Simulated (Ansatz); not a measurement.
This Ansatz (a program for electronic structure) input (PBE0/pcseg-1) gives -56.47484 Eh with 29 basis functions. A basis named .json is the Basis Set Exchange file of that set (core-valence sets with the plain set on hydrogen).

Ansatz 0.2 input:
```yaml
crystal:
  periodic: [false, false, false]
  atoms:
    - {symbol: N, position_ang: [0.00224146, -0.00382052, 0.11155442]}
    - {symbol: H, position_ang: [-0.00202883, 0.95117179, -0.22808750]}
    - {symbol: H, position_ang: [0.80949996, -0.46442426, -0.29287493]}
    - {symbol: H, position_ang: [-0.82316134, -0.46000387, -0.25991854]}
basis:
  gaussian:
    orbitals: pcseg-1.json
hamiltonian:
  xc: {name: PBE0}
magnetization: {spin_polarized: false}
```

Change:
```diff
- orbitals: pcseg-1.json
+ orbitals: def2-QZVPP.json
```

Task: What does the run give now?

Result: -56.52012 Eh (PBE0/def2-QZVPP, 147 functions), a change of -45.28 mEh.
